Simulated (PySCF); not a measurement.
# A thermochemical cycle for BH

MP2 in PySCF with def2-TZVPPD on every atom, for the lowest determinant that a PBE0 search found; no spin–orbit coupling. BH, a singlet (closed shell), has De = 3.48 eV to neutral atoms, and BH⁺, a doublet (σ ↑), has De = 2.38 eV to B⁺ + H.

The adiabatic ionisation energy of BH, between the minima, is 9.36 eV.

Q: Which ionisation energy of the B atom does this level give?

A: IE(B) = IE(molecule) + De(ion) − De(neutral) = 9.36 + 2.38 − 3.48 = 8.26 eV; the measured value is 8.298 eV (NIST ASD).

Correlated steps freeze 1 core orbital. For an ion De counts to the pair picked by the measured ionisation energies or electron affinities, which need not be the lowest pair at this level. Where the molecule has an RHF reference, its open-shell atoms are computed with UHF. States were picked by a PBE0 search and need not be the measured ground states.
